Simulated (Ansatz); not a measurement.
# Silane (SiH4): single points with varied inputs

Aim: run silane (SiH4) under a spread of inputs, and see what each costs and gives.

Computed with Ansatz 0.2.0, Gaussian basis. Level: the settings change from run to run.

### Step 1. The geometry

The geometry comes from an earlier relaxation with PBE0-D4 in a triple-zeta def2 set; it is a stationary point.

SMILES `[SiH4]`, 5 atoms, charge 0, spin multiplicity 1.

Atoms are counted from 1 here; the program's logs count them from 0.

Bond lengths: Si1–H2 1.485 Å, Si1–H3 1.485 Å, Si1–H4 1.485 Å, Si1–H5 1.485 Å. Angles: H2–Si1–H3 109.5°, H2–Si1–H4 109.5°, H2–Si1–H5 109.5°, H3–Si1–H4 109.5°, H3–Si1–H5 109.5°, H4–Si1–H5 109.5°.

### Step 2. MP2/def2-TZVP

Set apart from the defaults: multiplicity 3, correlated electrons set to outside_noble_gas.

Input file in.yaml:

```yaml
crystal:
  periodic: [false, false, false]
  atoms:
    - {symbol: Si, position_ang: [-0.000002, 0.000025, -0.000066]}
    - {symbol: H, position_ang: [0.967630, -0.688444, 0.890873]}
    - {symbol: H, position_ang: [-1.331043, 0.044935, 0.655998]}
    - {symbol: H, position_ang: [-0.105079, -0.740349, -1.282645]}
    - {symbol: H, position_ang: [0.468493, 1.383843, -0.264159]}
basis:
  gaussian: {orbitals: def2-TZVP}
magnetization: {spin_polarized: true, initial_magnetization: 2}
hamiltonian: {xc: {name: HF}}
correlation: {method: mp2, electrons: outside_noble_gas}
output: {forces: true}
```

Launch:

```console
$ ansatz run in.yaml --threads 2 --pin off --events-out ev --progress --plain --max-ram 32768MiB --backend cpu
```

The log of the run (excerpt; [...] marks lines left out):

```text
Functional definition: HF
  name "HF"
  cite "Fock, Z. Phys. 61, 126 (1930) doi:10.1007/BF01340294"
  parent pbe
[...]
414 factors; integrals over basis functions are off by at most 9.9e-4 eV
[...]
a density is far from that of the atoms, so the factors are made again for it
430 factors; integrals over basis functions are off by at most 9.7e-4 eV
[...]
mean field -7916.75582926 eV, -290.9354105555 hartree, gradient 1.1e-6 eV, S^2 2.004703; 17 other end points of the search recorded, 0 dependent functions left out
5 core orbitals not correlated: weight in the atoms' cores, before any rotation towards them, 1.000 or more for the frozen orbitals, at most 0.000 for the correlated occupied ones
reference -7916.75582926 eV, -290.9354105555 hartree; 5, 3 occupied and 51, 53 virtual orbitals, 430 factors
second order -3.40346385 eV of doubles, -0.00000000 eV of singles
[...]
Total energy: -7920.15929312 eV, -291.0604855453 hartree
Atom 0 at    -0.000002     0.000025    -0.000066 Å, force    -6.604757     4.686266    -6.055467 eV/Å
Atom 1 at     0.967630    -0.688444     0.890873 Å, force     4.849809    -3.440818     4.446054 eV/Å
Atom 2 at    -1.331043     0.044935     0.655998 Å, force     0.465840    -0.431658     0.637801 eV/Å
Atom 3 at    -0.105079    -0.740349    -1.282645 Å, force     0.612257    -0.525594     0.428744 eV/Å
Atom 4 at     0.468493     1.383843    -0.264159 Å, force     0.676852    -0.288195     0.542868 eV/Å
Dipole moment:     0.372778    -0.264023     0.340825 e Å
```

It took 16 s on 2 threads, shared host.

Largest force 10.112 eV/Å, dipole 2.74 D, ⟨S²⟩ 2.005.

### Step 3. wB97/6-31G

This run has atoms shaken by 0.03 Å, the search for lower states set to off.

Input file in.yaml:

```yaml
crystal:
  periodic: [false, false, false]
  atoms:
    - {symbol: Si, position_ang: [-0.004401, -0.007159, 0.000462]}
    - {symbol: H, position_ang: [0.972044, -0.709038, 0.857460]}
    - {symbol: H, position_ang: [-1.345442, 0.011237, 0.644148]}
    - {symbol: H, position_ang: [-0.113639, -0.670966, -1.270351]}
    - {symbol: H, position_ang: [0.498634, 1.411677, -0.272550]}
basis:
  gaussian: {orbitals: 6-31G}
hamiltonian: {xc: {name: wB97}}
scf: {lower_state_search: off}
output: {forces: true}
```

Launched as before.

The log of the run (excerpt; [...] marks lines left out):

```text
Functional definition: wB97
  name "wB97"
  cite "Chai & Head-Gordon, J. Chem. Phys. 128, 084106 (2008) doi:10.1063/1.2834918"
  cite "Becke, J. Chem. Phys. 107, 8554 (1997) doi:10.1063/1.475007"
[...]
  # The coefficients of nought are those of the uniform gas.
[...]
      + integral(e_c_pw_opposite_spin*poly(b97_u_opposite, 1, cos1, cos2, cos3, cos4))
[...]
268 factors; integrals over basis functions are off by at most 1.8e-4 eV
144 factors; integrals over basis functions are off by at most 1.1e-5 eV
[...]
mean field -7940.37396047 eV, -291.8033608686 hartree, gradient 4.8e-6 eV, S^2 0.000000; 0 other end points of the search recorded, 0 dependent functions left out
[...]
reference -7940.37395335 eV, -291.8033606069 hartree; 9, 9 occupied and 12, 12 virtual orbitals, 268 factors
Total energy: -7940.37395335 eV, -291.8033606069 hartree
Atom 0 at    -0.004401    -0.007159     0.000462 Å, force     0.207706     1.206498     0.486096 eV/Å
Atom 1 at     0.972044    -0.709038     0.857460 Å, force     0.241929    -0.197836     0.262440 eV/Å
Atom 2 at    -1.345442     0.011237     0.644148 Å, force    -0.141641     0.075143     0.144716 eV/Å
Atom 3 at    -0.113639    -0.670966    -1.270351 Å, force    -0.080202    -0.648021    -1.090070 eV/Å
Atom 4 at     0.498634     1.411677    -0.272550 Å, force    -0.227792    -0.435784     0.196819 eV/Å
Dipole moment:    -0.007508    -0.025360     0.004408 e Å
Checks for a lower state left out: stability, starts, cluster_reference, orbital_swaps, neighbouring_geometries, increment
```

Wall time 0.62 s (2 threads, shared host).

Largest force 1.317 eV/Å, dipole 0.13 D.

### Step 4. B2GP-PLYP/pcseg-2

This run has coordinates scaled by 1.12.

Input file in.yaml:

```yaml
crystal:
  periodic: [false, false, false]
  atoms:
    - {symbol: Si, position_ang: [-0.000002, 0.000028, -0.000074]}
    - {symbol: H, position_ang: [1.083745, -0.771057, 0.997778]}
    - {symbol: H, position_ang: [-1.490768, 0.050327, 0.734717]}
    - {symbol: H, position_ang: [-0.117688, -0.829190, -1.436563]}
    - {symbol: H, position_ang: [0.524712, 1.549904, -0.295858]}
basis:
  gaussian: {orbitals: pcseg-2}
hamiltonian: {xc: {name: B2GP-PLYP}}
output: {forces: true}
```

Same command.

The log of the run (excerpt; [...] marks lines left out):

```text
Functional definition: B2GP-PLYP
  name "B2GP-PLYP"
  cite "Karton, Tarnopolsky, Lamère, Schatz & Martin, J. Phys. Chem. A 112, 12868 (2008) doi:10.1021/jp801805p"
  cite "Becke, Phys. Rev. A 38, 3098 (1988) doi:10.1103/PhysRevA.38.3098"
  cite "Lee, Yang & Parr, Phys. Rev. B 37, 785 (1988) doi:10.1103/PhysRevB.37.785"
[...]
518 factors; integrals over basis functions are off by at most 1.2e-3 eV
[...]
mean field -7935.40108641 eV, -291.6206111174 hartree, gradient 3.2e-6 eV, S^2 0.000000; 0 other end points of the search recorded, 0 dependent functions left out
5 core orbitals not correlated: weight in the atoms' cores, before any rotation towards them, 1.000 or more for the frozen orbitals, at most 0.000 for the correlated occupied ones
reference -7935.40121540 eV, -291.6206158577 hartree; 4, 4 occupied and 81, 81 virtual orbitals, 518 factors
second order -4.45871301 eV of doubles, -0.00000000 eV of singles
[...]
Total energy: -7937.00635208 eV, -291.6796035429 hartree
Atom 0 at    -0.000002     0.000028    -0.000074 Å, force     0.000025    -0.000384     0.001106 eV/Å
Atom 1 at     1.083745    -0.771057     0.997778 Å, force    -1.620853     1.153405    -1.492731 eV/Å
Atom 2 at    -1.490768     0.050327     0.734717 Å, force     2.229792    -0.075153    -1.099443 eV/Å
Atom 3 at    -0.117688    -0.829190    -1.436563 Å, force     0.176021     1.240785     2.148886 eV/Å
Atom 4 at     0.524712     1.549904    -0.295858 Å, force    -0.784985    -2.318653     0.442182 eV/Å
Dipole moment:    -0.000002     0.000028    -0.000081 e Å
```

Wall time 2.1 s (2 threads, shared host).

Largest force 2.488 eV/Å, dipole 0.00 D.

### Step 5. revPBE/aug-cc-pVDZ

This run has atoms shaken by 0.15 Å, D3(BJ) dispersion.

Input file in.yaml:

```yaml
crystal:
  periodic: [false, false, false]
  atoms:
    - {symbol: Si, position_ang: [-0.060437, -0.164524, 0.050538]}
    - {symbol: H, position_ang: [0.908481, -0.641945, 0.652330]}
    - {symbol: H, position_ang: [-1.525836, 0.057000, 0.506730]}
    - {symbol: H, position_ang: [-0.138563, -0.587441, -1.052782]}
    - {symbol: H, position_ang: [0.460756, 1.707867, -0.289683]}
basis:
  gaussian: {orbitals: aug-cc-pVDZ}
hamiltonian: {xc: {name: revPBE}, dispersion: d3bj}
output: {forces: true}
```

Same command.

The log of the run (excerpt; [...] marks lines left out):

```text
Functional definition: revPBE
  name "revPBE"
  cite "Zhang & Yang, Phys. Rev. Lett. 80, 890 (1998) doi:10.1103/PhysRevLett.80.890"
  cite "Perdew, Burke & Ernzerhof, Phys. Rev. Lett. 77, 3865 (1996) doi:10.1103/PhysRevLett.77.3865"
[...]
599 factors; their error is unknown
[...]
mean field -7937.07796448 eV, -291.6822352500 hartree, gradient 6.0e-6 eV, S^2 0.000000; 0 other end points of the search recorded, 0 dependent functions left out
[...]
reference -7937.07803141 eV, -291.6822377097 hartree; 9, 9 occupied and 54, 54 virtual orbitals, 599 factors
Total energy: -7937.24338103 eV, -291.6883141960 hartree
Atom 0 at    -0.060437    -0.164524     0.050538 Å, force    -5.451946    10.554057     4.884413 eV/Å
Atom 1 at     0.908481    -0.641945     0.652330 Å, force     6.001639    -3.288577     4.628552 eV/Å
Atom 2 at    -1.525836     0.057000     0.506730 Å, force     0.826397    -0.399746     0.417188 eV/Å
Atom 3 at    -0.138563    -0.587441    -1.052782 Å, force    -0.691855    -4.184998   -10.490319 eV/Å
Atom 4 at     0.460756     1.707867    -0.289683 Å, force    -0.684234    -2.680737     0.560167 eV/Å
Dipole moment:    -0.020472    -0.301742     0.078431 e Å
```

Run time: 0.96 s. Hardware: 2 threads, shared host.

Largest force 12.844 eV/Å, dipole 1.50 D.

### Step 6. B3LYP/cc-pVTZ-DK

Set apart from the defaults: multiplicity 3, high accuracy.

Input file in.yaml:

```yaml
crystal:
  periodic: [false, false, false]
  atoms:
    - {symbol: Si, position_ang: [-0.000002, 0.000025, -0.000066]}
    - {symbol: H, position_ang: [0.967630, -0.688444, 0.890873]}
    - {symbol: H, position_ang: [-1.331043, 0.044935, 0.655998]}
    - {symbol: H, position_ang: [-0.105079, -0.740349, -1.282645]}
    - {symbol: H, position_ang: [0.468493, 1.383843, -0.264159]}
basis:
  gaussian: {orbitals: cc-pVTZ-DK}
magnetization: {spin_polarized: true, initial_magnetization: 2}
hamiltonian: {xc: {name: B3LYP}}
accuracy: high
```

Launched as before.

The log of the run (excerpt; [...] marks lines left out):

```text
Functional definition: B3LYP
  name "B3LYP"
  cite "Stephens, Devlin, Chabalowski & Frisch, J. Phys. Chem. 98, 11623 (1994) doi:10.1021/j100096a001"
  cite "Becke, Phys. Rev. A 38, 3098 (1988) doi:10.1103/PhysRevA.38.3098"
  cite "Lee, Yang & Parr, Phys. Rev. B 37, 785 (1988) doi:10.1103/PhysRevB.37.785"
  cite "Vosko, Wilk & Nusair, Can. J. Phys. 58, 1200 (1980) doi:10.1139/p80-159"
[...]
1524 factors; integrals over basis functions are off by at most 2.9e-9 eV
[...]
mean field -7951.39334481 eV, -292.2083157736 hartree, gradient 1.5e-8 eV, S^2 2.001716; 20 other end points of the search recorded, 0 dependent functions left out
reference -7951.39338081 eV, -292.2083170967 hartree; 10, 8 occupied and 80, 82 virtual orbitals, 1524 factors
Total energy: -7951.39338081 eV, -292.2083170967 hartree
Relativity: scalar
```

It took 44 s on 2 threads, shared host.

⟨S²⟩ 2.002.

### Step 7. CAM-B3LYP/aug-cc-pVDZ

Set apart from the defaults: multiplicity 3, restricted open-shell orbitals, coordinates scaled by 0.96, a point charge of 0.50 e beside it, D3(BJ) with three-body dispersion.

Input file in.yaml:

```yaml
crystal:
  periodic: [false, false, false]
  atoms:
    - {symbol: Si, position_ang: [-0.000002, 0.000024, -0.000063]}
    - {symbol: H, position_ang: [0.928925, -0.660906, 0.855238]}
    - {symbol: H, position_ang: [-1.277801, 0.043138, 0.629758]}
    - {symbol: H, position_ang: [-0.100875, -0.710735, -1.231339]}
    - {symbol: H, position_ang: [0.449753, 1.328489, -0.253593]}
basis:
  gaussian: {orbitals: aug-cc-pVDZ, point_charges: [{charge: 0.50, position_ang: [5.711, 0.839, -0.796]}]}
magnetization: {spin_polarized: false, initial_magnetization: 2}
hamiltonian: {xc: {name: CAM-B3LYP}, dispersion: d3bjatm}
output: {forces: true}
```

Same command.

The log of the run (excerpt; [...] marks lines left out):

```text
Functional definition: CAM-B3LYP
  name "CAM-B3LYP"
  cite "Yanai, Tew & Handy, Chem. Phys. Lett. 393, 51 (2004) doi:10.1016/j.cplett.2004.06.011"
  cite "Iikura, Tsuneda, Yanai & Hirao, J. Chem. Phys. 115, 3540 (2001) doi:10.1063/1.1383587"
  cite "Becke, Phys. Rev. A 38, 3098 (1988) doi:10.1103/PhysRevA.38.3098"
  cite "Lee, Yang & Parr, Phys. Rev. B 37, 785 (1988) doi:10.1103/PhysRevB.37.785"
  cite "Vosko, Wilk & Nusair, Can. J. Phys. 58, 1200 (1980) doi:10.1139/p80-159"
[...]
  # Exact exchange under (alpha + beta erf(omega r))/r, Becke's under what is left of 1/r.
[...]
612 factors; integrals over basis functions are off by at most 8.3e-4 eV
307 factors; integrals over basis functions are off by at most 1.2e-5 eV
[...]
mean field -7933.29805148 eV, -291.5433260094 hartree, gradient 1.0e-5 eV, S^2 2.000000; 6 other end points of the search recorded, 0 dependent functions left out
[...]
reference -7933.29822568 eV, -291.5433324112 hartree; 10, 8 occupied and 53, 55 virtual orbitals, 612 factors
Total energy: -7933.33342547 eV, -291.5446259794 hartree
Atom 0 at    -0.000002     0.000024    -0.000063 Å, force     7.699691    -0.158244    -3.596953 eV/Å
Atom 1 at     0.928925    -0.660906     0.855238 Å, force     0.209068    -0.817026     1.595608 eV/Å
Atom 2 at    -1.277801     0.043138     0.629758 Å, force    -6.249167     0.150163     2.956713 eV/Å
Atom 3 at    -0.100875    -0.710735    -1.231339 Å, force    -1.111887    -0.885952    -1.109573 eV/Å
Atom 4 at     0.449753     1.328489    -0.253593 Å, force    -0.413243     1.746640     0.165915 eV/Å
Dipole moment:    -1.208986    -0.013685     0.486220 e Å
```

Run time: 6.5 s. Hardware: 2 threads, shared host.

Largest force 8.500 eV/Å, dipole 6.26 D.

### Step 8. wPBEh/def2-mTZVP

This run has finite nuclei, high accuracy.

Input file in.yaml:

```yaml
crystal:
  periodic: [false, false, false]
  atoms:
    - {symbol: Si, position_ang: [-0.000002, 0.000025, -0.000066]}
    - {symbol: H, position_ang: [0.967630, -0.688444, 0.890873]}
    - {symbol: H, position_ang: [-1.331043, 0.044935, 0.655998]}
    - {symbol: H, position_ang: [-0.105079, -0.740349, -1.282645]}
    - {symbol: H, position_ang: [0.468493, 1.383843, -0.264159]}
basis:
  gaussian: {orbitals: def2-mTZVP, nuclear_model: gaussian}
hamiltonian: {xc: {name: wPBEh}}
accuracy: high
output: {forces: true}
```

The command is unchanged.

The log of the run (excerpt; [...] marks lines left out):

```text
Functional definition: wPBEh
  name "wPBEh"
  cite "Heyd, Scuseria & Ernzerhof, J. Chem. Phys. 118, 8207 (2003) doi:10.1063/1.1564060"
  cite "Krukau, Vydrov, Izmaylov & Scuseria, J. Chem. Phys. 125, 224106 (2006) doi:10.1063/1.2404663"
  cite "Heyd & Scuseria, J. Chem. Phys. 120, 7274 (2004) doi:10.1063/1.1668634"
  cite "Ernzerhof & Perdew, J. Chem. Phys. 109, 3313 (1998) doi:10.1063/1.476928"
  cite "Perdew, Burke & Ernzerhof, Phys. Rev. Lett. 77, 3865 (1996) doi:10.1103/PhysRevLett.77.3865"
  parent pbe
[...]
674 factors; integrals over basis functions are off by at most 3.5e-9 eV
74 factors; integrals over basis functions are off by at most 1.1e-9 eV
[...]
mean field -7939.22207281 eV, -291.7610297779 hartree, gradient 1.7e-8 eV, S^2 0.000000; 0 other end points of the search recorded, 0 dependent functions left out
[...]
reference -7939.22207615 eV, -291.7610299006 hartree; 9, 9 occupied and 25, 25 virtual orbitals, 674 factors
Total energy: -7939.22207615 eV, -291.7610299006 hartree
Atom 0 at    -0.000002     0.000025    -0.000066 Å, force     0.000002    -0.000082     0.000223 eV/Å
Atom 1 at     0.967630    -0.688444     0.890873 Å, force     0.011737    -0.008151     0.010415 eV/Å
Atom 2 at    -1.331043     0.044935     0.655998 Å, force    -0.015810     0.000624     0.007343 eV/Å
Atom 3 at    -0.105079    -0.740349    -1.282645 Å, force    -0.001236    -0.008057    -0.014625 eV/Å
Atom 4 at     0.468493     1.383843    -0.264159 Å, force     0.005308     0.015667    -0.003356 eV/Å
Dipole moment:    -0.000002     0.000025    -0.000072 e Å
```

It took 1.6 s on 2 threads, shared host.

Largest force 0.018 eV/Å, dipole 0.00 D.

### Step 9. r2SCANh/def2-TZVPD

Options: atoms shaken by 0.08 Å, relativity set to scalar.

Input file in.yaml:

```yaml
crystal:
  periodic: [false, false, false]
  atoms:
    - {symbol: Si, position_ang: [0.064982, 0.017626, 0.058716]}
    - {symbol: H, position_ang: [0.924384, -0.719941, 0.790651]}
    - {symbol: H, position_ang: [-1.287563, -0.003155, 0.756772]}
    - {symbol: H, position_ang: [0.033399, -0.891554, -1.129048]}
    - {symbol: H, position_ang: [0.539686, 1.273836, -0.349490]}
basis:
  gaussian: {orbitals: def2-TZVPD}
hamiltonian: {xc: {name: r2SCANh}, pseudopotentials: {relativity: scalar}}
output: {forces: true}
```

Launched as before.

The log of the run (excerpt; [...] marks lines left out):

```text
Functional definition: r2SCANh
  name "r2SCANh"
  cite "Bursch, Neugebauer, Ehlert & Grimme, J. Chem. Phys. 156, 134105 (2022) doi:10.1063/5.0086040"
  cite "Furness, Kaplan, Ning, Perdew & Sun, J. Phys. Chem. Lett. 11, 8208 (2020) doi:10.1021/acs.jpclett.0c02405"
  cite "Furness, Kaplan, Ning, Perdew & Sun, J. Phys. Chem. Lett. 11, 9248 (2020) doi:10.1021/acs.jpclett.0c03077"
  parent r2scan
[...]
479 factors; their error is unknown
[...]
mean field -7956.12331972 eV, -292.3821391457 hartree, gradient 2.1e-5 eV, S^2 0.000000; 0 other end points of the search recorded, 0 dependent functions left out
[...]
reference -7956.12332906 eV, -292.3821394889 hartree; 9, 9 occupied and 70, 70 virtual orbitals, 479 factors
Total energy: -7956.12332906 eV, -292.3821394889 hartree
Relativity: scalar
Atom 0 at     0.064982     0.017626     0.058716 Å, force    -2.907912    -0.899383    -1.434624 eV/Å
Atom 1 at     0.924384    -0.719941     0.790651 Å, force     2.228107    -1.263792     2.184788 eV/Å
Atom 2 at    -1.287563    -0.003155     0.756772 Å, force     0.599002     0.273487    -0.397540 eV/Å
Atom 3 at     0.033399    -0.891554    -1.129048 Å, force    -0.373758     0.367425    -0.117402 eV/Å
Atom 4 at     0.539686     1.273836    -0.349490 Å, force     0.454561     1.522264    -0.235222 eV/Å
Dipole moment:     0.020092     0.086909     0.040488 e Å
```

Run time: 1.8 s. Hardware: 2 threads, shared host.

Largest force 3.367 eV/Å, dipole 0.47 D.

### Step 10. PBE/aug-pcseg-2

Options: multiplicity 3, D4 dispersion, high accuracy.

Input file in.yaml:

```yaml
crystal:
  periodic: [false, false, false]
  atoms:
    - {symbol: Si, position_ang: [-0.000002, 0.000025, -0.000066]}
    - {symbol: H, position_ang: [0.967630, -0.688444, 0.890873]}
    - {symbol: H, position_ang: [-1.331043, 0.044935, 0.655998]}
    - {symbol: H, position_ang: [-0.105079, -0.740349, -1.282645]}
    - {symbol: H, position_ang: [0.468493, 1.383843, -0.264159]}
basis:
  gaussian: {orbitals: aug-pcseg-2}
magnetization: {spin_polarized: true, initial_magnetization: 2}
hamiltonian: {xc: {name: PBE}, dispersion: d4}
accuracy: high
```

Launched as before.

The log of the run (excerpt; [...] marks lines left out):

```text
Functional definition: PBE
  name "PBE"
  cite "Perdew, Burke & Ernzerhof, Phys. Rev. Lett. 77, 3865 (1996) doi:10.1103/PhysRevLett.77.3865"
  parent pbe
[...]
2180 factors; integrals over basis functions are off by at most 3.2e-9 eV
[...]
mean field -7930.33132245 eV, -291.4343007282 hartree, gradient 3.3e-8 eV, S^2 2.002419; 8 other end points of the search recorded, 0 dependent functions left out
reference -7930.33132634 eV, -291.4343008715 hartree; 10, 8 occupied and 132, 134 virtual orbitals, 2180 factors
Total energy: -7930.37366720 eV, -291.4358568691 hartree
```

Run time: 60 s. Hardware: 2 threads, shared host; peak memory 0.56 GiB.

⟨S²⟩ 2.002.

### Step 11. All runs side by side

```
                level  charge  multiplicity              geometry  functions  energy (eV)    time
        MP2/def2-TZVP       0             3               relaxed         61    -7920.159    16 s
           wB97/6-31G       0             1                shaken         21    -7940.374  0.62 s
    B2GP-PLYP/pcseg-2       0             1                scaled         90    -7937.006   2.1 s
   revPBE/aug-cc-pVDZ       0             1                shaken         63    -7937.243  0.96 s
     B3LYP/cc-pVTZ-DK       0             3               relaxed         90    -7951.393    44 s
CAM-B3LYP/aug-cc-pVDZ       0             3  scaled, point charge         63    -7933.333   6.5 s
     wPBEh/def2-mTZVP       0             1               relaxed         34    -7939.222   1.6 s
   r2SCANh/def2-TZVPD       0             1                shaken         79    -7956.123   1.8 s
      PBE/aug-pcseg-2       0             3               relaxed        142    -7930.374    60 s
```

### Step 12. Results

| quantity | value |
| --- | --- |
| runs | 9 |
| quickest | wB97/6-31G, 0.62 s |
| slowest | PBE/aug-pcseg-2, 60 s |

**Reading.** The runs differ in state or geometry as well as level, so their energies can't be set against each other. PBE/aug-pcseg-2 took 96 times as long as wB97/6-31G. The jobs differ in tasks and options as well as level. At the PBE0-D4/def2-TZVP geometry and in the same state, runs without warnings or point charges leave forces up to 0.02 eV/Å (wPBEh/def2-mTZVP), against 12.8 eV/Å where the atoms were moved.
